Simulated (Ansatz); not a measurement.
**How far a parabola holds: energy against volume of bcc Nb**

We consider bcc Nb, described by r²SCAN in Ansatz (PAW). Numerical settings: plane-wave cutoff 560 eV, 24×24×24 k mesh, Fermi–Dirac smearing 0.05 eV, no spin polarisation, scalar-relativistic PAW data made under PBE. The cell has no free parameter but its volume, all volumes share cutoff and mesh, and the runs aren't spin-polarised. Energies are free energies at the run's smearing, counted from the lowest row; static lattice.

```
V (Å³/atom)  E (meV/atom)
-----------  ------------
16.941                  ?
17.302              16.62
17.662               4.04
18.023               0.00
18.383               3.76
18.744              14.65
```

The 5 complete rows are fitted with a parabola, E against V. With u = V - 18.0, the rows have u = -0.6980, -0.3380, 0.0230, 0.3830, 0.7440. Least squares gives E = 0.037 - 2.5485·u + 30.0859·u². Residuals (row less fit): 0.146, -0.296, 0.006, 0.286, -0.145; standard error 0.325 (degrees of freedom: 2). The fitted curve has its minimum at V = 18.0, where E = -0.02. Its curvature is d²E/dV² = 2 × 30.0859 meV/Å⁶, so B = V0·d²E/dV² × 0.1602 = 174 GPa.

What does the fit predict for E at V = 16.941, and how far is the calculated value from it?

u = -1.0590, so E = 0.037 - 2.5485 × (-1.0590) + 30.0859 × (-1.0590)² = 36.477 meV/atom. The calculation gives 38.58 meV/atom, 2.103 meV/atom above the prediction (5.5 % of the range of E in the table). The row lies outside the fitted rows, so this is an extrapolation. From the scatter of the fitted rows alone, a prediction at this place has a standard error of 0.770 meV/atom, so the miss is 2.7 times that.

The residuals are curvature that a parabola lacks, not noise. A solid that stiffens under compression and softens on expansion lies above the parabola at the compressed end and under it at the expanded end, as this row does. A third-order Birch-Murnaghan fit to the whole scan has B0 = 173 GPa. Only scans are tabulated whose curvature falls smoothly with volume, and where the parabola meets the shown rows within 5 % of their range and misses the end by 0.1 meV or more.

Measured, for comparison: bulk modulus 173 GPa (0 K value with the zero-point phonon effect removed; as tabulated in Mejia-Rodriguez and Trickey (2018), arXiv:1807.09216). Computed less measured: bulk modulus +0.0 %.

Ansatz is an electronic-structure program.
